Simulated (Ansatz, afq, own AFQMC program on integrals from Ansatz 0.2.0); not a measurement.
# N2H3 (doublet): quantum Monte Carlo beside coupled cluster at scale of all distances = 2.014, cc-pVDZ

Aim: compute N2H3 (doublet) with auxiliary-field quantum Monte Carlo on the same integrals as coupled cluster, and set the energies side by side.

Computed with Ansatz 0.2.0, Gaussian basis, and an in-house AFQMC program (afq) on its integrals; all values are calculated. Level: cc-pVDZ, frozen cores.

To be run: PBE (unrestricted); r2SCAN (unrestricted); PBE0 (unrestricted); B3LYP (unrestricted); wB97M-V (unrestricted); B2PLYP (unrestricted); CCSD(T) on UHF; Phaseless AFQMC, CISD trial on UHF.

### Step 1. What is computed

The geometry derives from a PBE0/def2-TZVP stationary point (not a proven minimum). All distances are scaled together.

5 atoms, charge 0, spin multiplicity 2.

Atoms are counted from 1 here; the program's logs count them from 0.

No contacts short enough for the rule that draws bonds.

### Step 2. PBE (unrestricted)

in.yaml

```yaml
crystal:
  periodic: [false, false, false]
  atoms:
    - {symbol: N, position_ang: [-0.121398, -0.106911, 1.252750]}
    - {symbol: N, position_ang: [0.068711, 0.247446, -1.411659]}
    - {symbol: H, position_ang: [0.429642, -1.868412, 2.115600]}
    - {symbol: H, position_ang: [0.335439, 1.545717, 2.337595]}
    - {symbol: H, position_ang: [-0.032921, -1.630232, -2.244943]}
basis:
  gaussian: {orbitals: cc-pVDZ}
magnetization: {spin_polarized: true, initial_magnetization: 1}
hamiltonian: {xc: {name: PBE}}
output: {orbitals: {seedname: orbitals}}
```

Started as:

```sh
> ansatz run in.yaml --threads 1 --pin off --events-out ev --progress --plain --max-ram 1382MiB
```

Output:

```text
Functional definition: PBE
  name "PBE"
  cite "Perdew, Burke & Ernzerhof, Phys. Rev. Lett. 77, 3865 (1996) doi:10.1103/PhysRevLett.77.3865"
  parent pbe
  parameter kappa = 0.804
  parameter beta = 0.06672455060314922
  exchange = pbe_x(kappa = kappa, mu = beta*pi^2/3)
  correlation = pbe_c(beta = beta)
570 factors; their error is unknown
mean field evaluation 1: about -3000.6226 eV, gradient 3.3e1 eV
mean field evaluation 2: about -2941.0448 eV, gradient 6.2e1 eV
mean field evaluation 4: about -2910.7716 eV, gradient 9.6e1 eV
mean field evaluation 8: about -3009.5475 eV, gradient 3.9e-1 eV
mean field evaluation 16: about -3007.0157 eV, gradient 1.0e1 eV
mean field evaluation 32: about -3009.5465 eV, gradient 1.6e-3 eV
mean field evaluation 64: about -3001.9556 eV, gradient 8.6e0 eV
mean field -3009.54648199 eV, -110.5987932694 hartree, gradient 1.7e-5 eV, S^2 3.287947; 2 other end points of the search recorded, 0 dependent functions left out
reference -3009.54652053 eV, -110.5987946855 hartree; 9, 8 occupied and 34, 35 virtual orbitals, 570 factors
Total energy: -3009.54652053 eV, -110.5987946855 hartree
```

Run time: 2.1 s. Hardware: 1 thread of Arm Neoverse V1, shared host.

From the report: ⟨S²⟩ of the determinant 3.288 (pure doublet: 0.75). The determinant is far from a pure spin state, so its energy mixes those of several spin states (harmless only where they are near-degenerate, as at dissociation).

### Step 3. r2SCAN (unrestricted)

in.yaml, as its differences from that of step 2:

```diff
@@ -11,3 +11,2 @@
 magnetization: {spin_polarized: true, initial_magnetization: 1}
-hamiltonian: {xc: {name: PBE}}
-output: {orbitals: {seedname: orbitals}}
+hamiltonian: {xc: {name: r2SCAN}}
```

The command is unchanged.

Output (excerpt; [...] marks lines left out):

```text
Functional definition: r2SCAN
  name "r2SCAN"
  cite "Furness, Kaplan, Ning, Perdew & Sun, J. Phys. Chem. Lett. 11, 8208 (2020) doi:10.1021/acs.jpclett.0c02405"
  cite "Furness, Kaplan, Ning, Perdew & Sun, J. Phys. Chem. Lett. 11, 9248 (2020) doi:10.1021/acs.jpclett.0c03077"
  parent r2scan
[...]
570 factors; their error is unknown
[...]
mean field -3012.11611569 eV, -110.6932255661 hartree, gradient 2.7e-5 eV, S^2 3.656737; 2 other end points of the search recorded, 0 dependent functions left out
reference -3012.11612852 eV, -110.6932260374 hartree; 9, 8 occupied and 34, 35 virtual orbitals, 570 factors
Total energy: -3012.11612852 eV, -110.6932260374 hartree
```

Run time: 4.2 s. Hardware: 1 thread of Arm Neoverse V1, shared host.

From the report: ⟨S²⟩ of the determinant 3.657 (pure doublet: 0.75). The determinant is far from a pure spin state, so its energy mixes those of several spin states (harmless only where they are near-degenerate, as at dissociation).

### Step 4. PBE0 (unrestricted)

in.yaml, as its differences from that of step 3:

```diff
@@ -11,2 +11,3 @@
 magnetization: {spin_polarized: true, initial_magnetization: 1}
-hamiltonian: {xc: {name: r2SCAN}}
+hamiltonian: {xc: {name: PBE0}}
+output: {orbitals: {seedname: orbitals}}
```

Launched as before.

Output (excerpt; [...] marks lines left out):

```text
Functional definition: PBE0
  name "PBE0"
  cite "Adamo & Barone, J. Chem. Phys. 110, 6158 (1999) doi:10.1063/1.478522"
  cite "Perdew, Burke & Ernzerhof, Phys. Rev. Lett. 77, 3865 (1996) doi:10.1103/PhysRevLett.77.3865"
  parent pbe
[...]
408 factors; integrals over basis functions are off by at most 8.3e-4 eV
[...]
mean field -3009.79884946 eV, -110.6080676028 hartree, gradient 1.5e-5 eV, S^2 3.828369; 2 other end points of the search recorded, 0 dependent functions left out
reference -3009.79888005 eV, -110.6080687268 hartree; 9, 8 occupied and 34, 35 virtual orbitals, 408 factors
Total energy: -3009.79888005 eV, -110.6080687268 hartree
```

Run time: 3.5 s. Hardware: 1 thread of Arm Neoverse V1, shared host.

From the report: ⟨S²⟩ of the determinant 3.828 (pure doublet: 0.75). The determinant is far from a pure spin state, so its energy mixes those of several spin states (harmless only where they are near-degenerate, as at dissociation).

### Step 5. B3LYP (unrestricted)

in.yaml, as its differences from that of step 4:

```diff
@@ -11,3 +11,2 @@
 magnetization: {spin_polarized: true, initial_magnetization: 1}
-hamiltonian: {xc: {name: PBE0}}
-output: {orbitals: {seedname: orbitals}}
+hamiltonian: {xc: {name: B3LYP}}
```

The command is unchanged.

Output (excerpt; [...] marks lines left out):

```text
Functional definition: B3LYP
  name "B3LYP"
  cite "Stephens, Devlin, Chabalowski & Frisch, J. Phys. Chem. 98, 11623 (1994) doi:10.1021/j100096a001"
  cite "Becke, Phys. Rev. A 38, 3098 (1988) doi:10.1103/PhysRevA.38.3098"
  cite "Lee, Yang & Parr, Phys. Rev. B 37, 785 (1988) doi:10.1103/PhysRevB.37.785"
  cite "Vosko, Wilk & Nusair, Can. J. Phys. 58, 1200 (1980) doi:10.1139/p80-159"
[...]
408 factors; integrals over basis functions are off by at most 8.3e-4 eV
[...]
mean field -3013.44639061 eV, -110.7421122674 hartree, gradient 1.8e-5 eV, S^2 3.603617; 2 other end points of the search recorded, 0 dependent functions left out
reference -3013.44665112 eV, -110.7421218413 hartree; 9, 8 occupied and 34, 35 virtual orbitals, 408 factors
Total energy: -3013.44665112 eV, -110.7421218413 hartree
```

It took 3.4 s on 1 thread of Arm Neoverse V1, shared host.

From the report: ⟨S²⟩ of the determinant 3.604 (pure doublet: 0.75). The determinant is far from a pure spin state, so its energy mixes those of several spin states (harmless only where they are near-degenerate, as at dissociation).

### Step 6. wB97M-V (unrestricted)

in.yaml, as its differences from that of step 5:

```diff
@@ -11,2 +11,3 @@
 magnetization: {spin_polarized: true, initial_magnetization: 1}
-hamiltonian: {xc: {name: B3LYP}}
+hamiltonian: {xc: {name: wB97M-V}}
+output: {orbitals: {seedname: orbitals}}
```

The command is unchanged.

Output (excerpt; [...] marks lines left out):

```text
Functional definition: wB97M-V
  name "wB97M-V"
  cite "Mardirossian & Head-Gordon, J. Chem. Phys. 144, 214110 (2016) doi:10.1063/1.4952647"
  cite "Becke, J. Chem. Phys. 107, 8554 (1997) doi:10.1063/1.475007"
  cite "Vydrov & Van Voorhis, J. Chem. Phys. 133, 244103 (2010) doi:10.1063/1.3521275"
  # Of w^i u^j: cxij and so on, Table III.
[...]
  gx(w, u) = 1 - cx + cx01*u + cx10*w
  gss(w, u) = css00 + css04*u^4 + css10*w + css20*w^2 + css43*w^4*u^3
  gos(w, u) = cos00 + cos10*w + (cos20 + cos21*u)*w^2 + (cos60 + cos61*u)*w^6
[...]
      + integral(e_c_pw_mod_opposite_spin*gos(b97_w_opposite, b97_u_opposite)) + vv10(b, c)
408 factors; integrals over basis functions are off by at most 8.3e-4 eV
120 factors; integrals over basis functions are off by at most 2.7e-5 eV
[...]
mean field -3011.63397401 eV, -110.6755071859 hartree, gradient 5.1e-5 eV, S^2 3.777124; 2 other end points of the search recorded, 0 dependent functions left out
reference -3011.63400916 eV, -110.6755084779 hartree; 9, 8 occupied and 34, 35 virtual orbitals, 408 factors
Total energy: -3011.63400916 eV, -110.6755084779 hartree
```

It took 11 s on 1 thread of Arm Neoverse V1, shared host.

From the report: ⟨S²⟩ of the determinant 3.777 (pure doublet: 0.75). The determinant is far from a pure spin state, so its energy mixes those of several spin states (harmless only where they are near-degenerate, as at dissociation).

### Step 7. B2PLYP (unrestricted)

in.yaml, as its differences from that of step 6:

```diff
@@ -11,3 +11,3 @@
 magnetization: {spin_polarized: true, initial_magnetization: 1}
-hamiltonian: {xc: {name: wB97M-V}}
-output: {orbitals: {seedname: orbitals}}
+hamiltonian: {xc: {name: B2PLYP}}
+correlation: {electrons: outside_noble_gas}
```

Same command.

Output (excerpt; [...] marks lines left out):

```text
Functional definition: B2PLYP
  name "B2PLYP"
  cite "Grimme, J. Chem. Phys. 124, 034108 (2006) doi:10.1063/1.2148954"
  cite "Becke, Phys. Rev. A 38, 3098 (1988) doi:10.1103/PhysRevA.38.3098"
  cite "Lee, Yang & Parr, Phys. Rev. B 37, 785 (1988) doi:10.1103/PhysRevB.37.785"
[...]
408 factors; integrals over basis functions are off by at most 8.3e-4 eV
[...]
mean field -3008.94234459 eV, -110.5765916293 hartree, gradient 5.0e-6 eV, S^2 4.107317; 3 other end points of the search recorded, 0 dependent functions left out
2 core orbitals not correlated: weight in the atoms' cores, before any rotation towards them, 1.000 or more for the frozen orbitals, at most 0.000 for the correlated occupied ones
reference -3008.94251401 eV, -110.5765978555 hartree; 7, 6 occupied and 34, 35 virtual orbitals, 408 factors
second order -5.39592402 eV of doubles, -0.00000000 eV of singles
Total energy: -3010.39941350 eV, -110.6301379241 hartree
```

Wall time 4 s (1 thread of Arm Neoverse V1, shared host).

From the report: ⟨S²⟩ of the determinant 4.107 (pure doublet: 0.75). The determinant is far from a pure spin state, so its energy mixes those of several spin states (harmless only where they are near-degenerate, as at dissociation).

### Step 8. CCSD(T) on UHF

in.yaml, as its differences from that of step 7:

```diff
@@ -11,3 +11,2 @@
 magnetization: {spin_polarized: true, initial_magnetization: 1}
-hamiltonian: {xc: {name: B2PLYP}}
-correlation: {electrons: outside_noble_gas}
+correlation: {method: ccsd_t, electrons: outside_noble_gas, hamiltonian_folder: ham}
```

Launched as before.

Output (excerpt; [...] marks lines left out):

```text
Functional definition: HF
  name "HF"
  cite "Fock, Z. Phys. 61, 126 (1930) doi:10.1007/BF01340294"
  parent pbe
[...]
408 factors; integrals over basis functions are off by at most 8.3e-4 eV
[...]
mean field -3000.84445620 eV, -110.2789997199 hartree, gradient 1.0e-6 eV, S^2 4.410853; 21 other end points of the search recorded, 0 dependent functions left out
determinant -3000.84445620 eV, -110.2789997199 hartree, with singles and doubles -3006.11511855 eV, -110.4726929885 hartree
determinant -3000.36758609 eV, -110.2614750668 hartree, with singles and doubles -3005.48610909 eV, -110.4495773172 hartree
determinant -2999.90711625 eV, -110.2445531120 hartree, with singles and doubles -3004.87979090 eV, -110.4272955349 hartree
determinant -2999.89318661 eV, -110.2440412074 hartree, with singles and doubles -3004.85901070 eV, -110.4265318766 hartree
[...]
determinant -2998.01099559 eV, -110.1748719630 hartree, with singles and doubles -3006.10781004 eV, -110.4724244060 hartree
determinant -2998.01099559 eV, -110.1748719630 hartree, with singles and doubles -3006.18611157 eV, -110.4753019341 hartree
determinant -2997.96133599 eV, -110.1730470064 hartree, with singles and doubles -3005.86245122 eV, -110.4634076355 hartree
2 core orbitals not correlated: weight in the atoms' cores, before any rotation towards them, 1.000 or more for the frozen orbitals, at most 0.000 for the correlated occupied ones
reference -3000.84445620 eV, -110.2789997199 hartree; 7, 6 occupied and 34, 35 virtual orbitals, 408 factors
second order -4.17769188 eV of doubles, -0.00000000 eV of singles
cycle   1  -5.44517207 eV  change    1.5e-6 eV  update   5.6e-6
[...]
cycle   6  -5.44513343 eV  change    4.6e-6 eV  update   1.2e-6
perturbative correction -0.16042628 eV, -0.0058955571 hartree
Total energy: -3006.45001591 eV, -110.4850002395 hartree
```

Run time: 15 s. Hardware: 1 thread of Arm Neoverse V1, shared host.

From the report: ⟨S²⟩ of the determinant 4.411 (pure doublet: 0.75); correlation -5.6056 eV; T1 0.043; largest double amplitude 0.16. The determinant is far from a pure spin state, so its energy mixes those of several spin states (harmless only where they are near-degenerate, as at dissociation).

This run also writes the integrals to the folder ham.

### Step 9. Phaseless AFQMC, CISD trial on UHF

It reads the integrals that the CCSD(T) run on this determinant wrote.

Started as:

```sh
> afq ham --method phaseless --trial cisd --walkers 60 --populations 1 --least-time 40 --time-step 0.005 --steps-per-block 50 --equilibration-blocks 40 --max-blocks 300 --target-error 0.00086 --factor-cut 1e-05 --start spin_pure --seed 5345 --release-times 0.24,0.51,0.99,1.62,2.4 --release-step 0.03 --release-every 4 --taylor-order 6
```

Output:

```text
orbitals 41  electrons 7 6  factors 250 of 408
reference energy -110.27899972 Eh
CCSD correlation -0.20010481 Eh in 31 cycles, weight of the determinant in the CISD state 0.7999
energy of the start -110.398376 Eh
 block  time / (1/Eh)  mean weight  energy / Eh
     1     0.250  1.0032  -110.453928
     2     0.500  0.9995  -110.482061
     3     0.750  1.0033  -110.496158
     4     1.000  0.9989  -110.516197
     5     1.250  1.0019  -110.510467
     6     1.500  1.0016  -110.510040
     7     1.750  0.9995  -110.497939
     8     2.000  1.0002  -110.513547
     9     2.250  1.0009  -110.507732
    10     2.500  1.0009  -110.500726
    17     4.250  0.9982  -110.491659
    25     6.250  0.9993  -110.494443
    33     8.250  1.0022  -110.501252
    41    10.250  0.9993  -110.493453
    49    12.250  1.0002  -110.498913
    57    14.250  1.0035  -110.490456
    65    16.250  1.0012  -110.514772
    73    18.250  1.0000  -110.495288
    81    20.250  1.0007  -110.494502
    89    22.250  0.9972  -110.491708
    97    24.250  1.0007  -110.484502
   105    26.250  0.9984  -110.496860
   113    28.250  1.0008  -110.483104
   121    30.250  1.0000  -110.504582
   129    32.250  1.0030  -110.485043
   137    34.250  1.0020  -110.489175
   145    36.250  1.0002  -110.484156
   153    38.250  1.0014  -110.498367
   161    40.250  0.9981  -110.487199
   169    42.250  0.9996  -110.489329
   177    44.250  0.9997  -110.499840
   185    46.250  0.9997  -110.516895
   193    48.250  0.9996  -110.486114
   201    50.250  1.0023  -110.507347
   209    52.250  1.0063  -110.491254
   217    54.250  0.9967  -110.511558
   225    56.250  0.9992  -110.487453
   233    58.250  1.0005  -110.501712
   241    60.250  1.0018  -110.504466
   249    62.250  1.0000  -110.497361
   257    64.250  0.9995  -110.496024
   265    66.250  1.0031  -110.484196
   273    68.250  1.0028  -110.497259
   281    70.250  1.0010  -110.481785
   289    72.250  1.0008  -110.485494
   297    74.250  0.9981  -110.509786
   305    76.250  0.9993  -110.488990
   313    78.250  1.0019  -110.488321
blocks merged  error / Eh  count
     1  0.000536  280
     2  0.000674  140
     4  0.000774  70
     8  0.000855  35
    16  0.000852  17
    32  0.000862  8
released: time / (1/Eh)  energy / Eh  error  mean overlap
  0.24  -110.495214  0.001020  1.0151
  0.51  -110.496368  0.001088  1.0223
  0.99  -110.497701  0.001204  1.0261
  1.62  -110.498776  0.001414  1.0245
  2.40  -110.497063  0.001971  1.0348
energy -110.495932 +/- 0.000855 Eh
```

Wall time 10 min (1 thread of Arm Neoverse V1, shared host).

Energy -3006.7475 ± 0.0233 eV. Caveats: constraint bias not in the error.

### Step 10. AFQMC on the ladder

On the UHF determinant, counted from CCSD(T) (a yardstick, not exact):

```tsv
level	energy (eV)	from CCSD(T) (kcal/mol)	statistical error (kcal/mol)	time
HF	-3000.8445	+129.27		
MP2	-3005.0221	+32.93		
CCSD	-3006.2896	+3.70		
CCSD(T)	-3006.4500	0.00		
Phaseless AFQMC, CISD trial, step 0.005, 60 walkers	-3006.7475	-6.86	0.54	10 min
```

The functionals' totals stand on their own zeros and serve differences with other points: PBE -3009.547 eV; r2SCAN -3012.116 eV; PBE0 -3009.799 eV; B3LYP -3013.447 eV; wB97M-V -3011.634 eV; B2PLYP -3010.399 eV.

### Step 11. What came out

| quantity | value |
| --- | --- |
| Phaseless AFQMC, CISD trial on UHF from CCSD(T) | -6.86 ± 0.54 kcal/mol |

On UHF the phaseless walk with the CISD trial lies -6.86 kcal/mol from CCSD(T), 13 times its error bar. Error bars are statistical and leave out the constraint, the time step and what remains of the start.
